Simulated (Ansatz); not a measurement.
The same path of AlH3O + H3P (9 atoms, charge 0, multiplicity 1) was run twice with different band settings. Lost on the way: P6–H9. Made: Al1–P6, O2–H9.

Method: RKS PBE0-D4/def2-SVP (Ansatz 0.2.0).

Relaxed end points:

```xyz
9
Properties=species:S:1:pos:R:3
Al 0.216 -0.046 0.261
O -0.297 -0.669 1.772
H -1.210 -0.828 2.019
H 1.782 0.010 0.049
H -0.854 0.248 -0.878
P 0.219 3.119 1.389
H 1.522 2.651 1.036
H -0.371 2.719 0.147
H -0.137 1.906 2.061
```

```xyz
9
Properties=species:S:1:pos:R:3
Al 0.373 0.491 0.227
O -0.373 -0.202 1.984
H -1.185 -0.726 1.947
H 1.779 -0.247 0.111
H -0.851 0.070 -0.716
P 0.338 2.708 1.074
H 1.656 3.108 0.709
H -0.320 3.335 -0.024
H -0.549 0.573 2.544
```

Common settings: spring 5.0 eV/Å²; optimiser quadratic models (default); start path through a guess of the saddle point; force threshold 0.05 eV/Å; iteration limit 60; end points relaxed.

| run | movable images | climbing image |
| --- | --- | --- |
| 1 | 7 | yes |
| 2 | 8 | no |

Problem. What does each run give, and how far can it be trusted?

Solution. Run 1: converged after 20 iterations, highest image 0.716 eV above the first end. A vibrational analysis at the climbing image gives one clearly imaginary mode, 1130i cm⁻¹: a first-order saddle point.
Run 2: converged after 25 iterations, highest image 0.703 eV above the first end. No image climbed, so the highest image needn't sit at the top of the path.
The orbitals stay closed-shell, which can raise the energy where a bond breaks towards radicals; this wasn't checked here.
